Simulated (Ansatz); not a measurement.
GeH2, singlet in cc-pVDZ: errors against full CI

Geometry: a point of a breathe scan, not a stationary point.

```xyz
3

Ge    0.0000   -0.0337    0.0000
H     0.0000    1.2138   -1.2616
H     0.0000    1.2138    1.2616
```

Basis cc-pVDZ; Ansatz 0.2.0. Only valence electrons are correlated (noble-gas cores and the filled d shells of p-block atoms frozen), which leaves 6 electrons in 23 orbitals. R marks a restricted (for open shells ROHF) determinant, U an unrestricted one. Active spaces: pair = (2e, 2o) about the gap; valence = (6e, 6o) chosen from the atoms' valence shells. No spin–orbit coupling is included, and no scalar relativity.

Full CI is exact within this basis and frozen core; it isn't the basis-set limit. The frozen core follows each run's orbitals, which can shift R against U totals by a few meV for light atoms and by up to 0.1 eV past Ca.

```
UHF ⟨S²⟩                          : 0.122
T1 diagnostic (RCCSD)             : 0.0156
largest doubles amplitude (RCCSD) : 0.077
```

| level | E − E(full CI) (kJ/mol) | share of correlation (%) | wall time |
| --- | --- | --- | --- |
| RHF | 305.1 | 0.00 | – |
| RMP2 | 82.0 | 73.11 | – |
| CISD | 21.5 | 92.94 | 0.84 s |
| RCCSD | 8.0 | 97.37 | – |
| RCCSD(T) | 1.9 | 99.38 | 0.96 s |
| BCCD(T) | 1.9 | 99.38 | 0.72 s |
| RCCSDT | 0.3 | 99.91 | – |
| CISDTQ | 0.5 | 99.85 | 1.5 s |
| RCCSDT(Q) | 0.1 | 99.98 | 1.6 s |
| RCCSDTQ | 0.0 | 100.00 | 7 s |
| CASSCF (pair space) | 256.6 | 15.90 | – |
| NEVPT2 (pair space) | 73.7 | 75.86 | 1.8 s |
| MRCISD (pair space) | 14.4 | 95.27 | – |
| MRCISD+Q (pair space) | -4.0 | 101.31 | 2 s |
| CASSCF (valence space) | 159.6 | 47.70 | – |
| NEVPT2 (valence space) | 47.4 | 84.45 | 1.9 s |
| MRCISD (valence space) | 6.3 | 97.93 | – |
| MRCISD+Q (valence space) | 0.6 | 99.79 | 2.6 s |

The correlation energy at full CI, counted from RHF, is -3.163 eV. That run took 4.4 s on 1 thread of Intel Xeon Platinum 8259CL, shared host over 786,897 determinants.

Run but not shown, since their state or frozen core can't be matched to the reference's or they repeat it: UHF.

Times hold each run's SCF and search for its determinant on a shared host, so for small cases they say little of a method's own cost; they ran on 1 thread of Intel Xeon Platinum 8259CL.

More than 5 meV below full CI, which no variational method can be: MRCISD+Q (pair space).

The full-CI state has the irrep A1 of C2v, in the program's axes.

Natural occupations of full CI about the gap: 1.955 1.934 1.903 0.055 0.050 0.043 0.010 0.008 0.007 0.006; effectively unpaired electrons, Σ n²(2−n)², 0.09.
